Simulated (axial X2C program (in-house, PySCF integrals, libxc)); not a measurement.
## MgSi⁺: cheaper levels and CCSD(T), two-component

All values were computed with an in-house all-electron X2C program for linear molecules (integrals from PySCF). Two-component (2c) means X2C with spin–orbit coupling and atomic mean-field two-electron Coulomb and Gaunt terms. Basis: Si dyall-v3z [8s7p2d1f], Mg dyall-cv3z [9s8p6d3f] (cores contracted in-house); Gaussian nuclei, density fitting, unrestricted open shells. Masses: Si 27.977 u, Mg 23.985 u.

State: Ω = 1/2 (⟨Sz⟩ = -0.50, ⟨Lz⟩ = 1.00 at HF); fragments Si + Mg+.

| level | Re (Å) | ωe (cm⁻¹) | De (eV) |
| --- | --- | --- | --- |
| PBE0 | 2.699 | 279.1 | 1.76 |
| HF | 2.750 | 263.4 | 0.594 |
| MP2 | 2.695 | 291.1 | 1.46 |
| CCSD | 2.718 | 277.8 | 1.65 |
| PW91 | 2.709 | 274.0 | 1.95 |

Correlated methods: 5 electrons correlated (number of frozen shells: Si 2 s, 1 p; Mg 2 s, 1 p), 215 virtual spin orbitals or spinors in MP2, 84 natural virtuals in coupled cluster.

CCSD(T), same Hamiltonian and basis:

Re = 2.717 Å, ωe = 277.5 cm⁻¹, De = 1.73 eV; T1 = 0.036 (Lee–Taylor normalisation).

(1) Give the differences from CCSD(T) in the columns below.

Occupations by symmetry block were frozen at the best pattern of an incomplete PBE0 search. Dissociation energies refer to the lowest single-determinant-based atoms at the same level and basis. Density functionals use the spin component along the axis (collinear). Coupled cluster ran in a truncated set of natural virtual spinors; the MP2 energy of the rest was added. (T) has no such correction and the atoms are truncated less, which lowers De at CCSD(T) by a hundredth of an eV or more. In 2c an atomic determinant is not the ground J level, so De misses part of the atomic spin–orbit lowering. This holds for PBE0, MP2, CCSD, PW91, CCSD(T). The functionals have no current-density term, which raises determinants with orbital currents, atoms included. The determinant is spin-polarised beyond a pure state at some levels (its spin-free form has ⟨S²⟩ too high), which makes Re and μ there less reliable.

## Answers

(1) 

| level | ΔRe (Å) | Δωe (cm⁻¹) | ΔDe (eV) |
| --- | --- | --- | --- |
| PBE0 | -0.018 | 1.6 | 0.03 |
| HF | 0.033 | -14.1 | -1.14 |
| MP2 | -0.022 | 13.6 | -0.27 |
| CCSD | 0.001 | 0.3 | -0.08 |
| PW91 | -0.008 | -3.5 | 0.22 |
